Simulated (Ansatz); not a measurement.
## Structure relaxation of Zr2Cl

All numbers below come from DFT PBE, scalar-relativistic, plane waves, PAW in Ansatz. Cutoff 420 eV, Γ-centred k mesh, Gaussian smearing, no spin polarisation in the final step.

Zr2Cl was placed on the 3R molybdenite structure type (R3m, No. 160), with Cl in place of Mo, Zr in place of S, at a guessed volume.

```
Zr Cl
1.0
     1.59596    0.92143    6.17932
    -1.59596    0.92143    6.17932
     0.00000   -1.84286    6.17932
Zr Cl
2 1
Direct
  0.74840 0.74840 0.74840
  0.58490 0.58490 0.58490
  0.00000 0.00000 0.00000
```

Cell and atoms relax at zero pressure; the relaxation can't lower the symmetry of the start. After a coarse first stage the cell is made exact in the group found at 0.06 Å.

The zero of energy is the elements' standard structures at the same level (Cl₂ as a molecule); no fitted shifts are applied.

(1) Describe the relaxed structure.

(2) What are its volume, energy, density and gap?

Answers

(1) It keeps R3m (No. 160). The result has the 3R molybdenite structure. Conventional cell: a = 3.308 Å, c = 19.583 Å. Zr on Wyckoff site a (1 atom of the primitive cell) has 3 Cl at 2.77 Å, 3 Zr at 3.10 Å and 6 Zr at 3.31 Å; Zr on Wyckoff site a (1 atom of the primitive cell) is coordinated by 3 Cl at 2.82 Å, 3 Zr at 3.10 Å and 6 Zr at 3.31 Å; Cl is coordinated by 6 Zr at 2.77–2.82 Å and 6 Cl at 3.31 Å.

```
Zr Cl
1.0
     1.65384    0.95485    6.52754
    -1.65384    0.95485    6.52754
     0.00000   -1.90970    6.52754
Zr Cl
2 1
Direct
  0.77022 0.77022 0.77022
  0.56184 0.56184 0.56184
  0.00123 0.00123 0.00123
```

(2) The volume per atom is 20.62 Å³ and the density is 5.85 g/cm³. The energy over the elements is -0.60 eV/atom and the gap on the 18×18×18 mesh is 0 eV (a metal).

The final run used a 18×18×18 mesh on its 3-atom cell and 0.10 eV smearing. The k mesh leaves about 4 meV/atom of noise in metals. A structure relaxed within its symmetry needn't be a true minimum.

Cost: 3 runs of about 2.7 core-minutes in all, on AMD EPYC 9R45 (Zen 5) (shared hosts).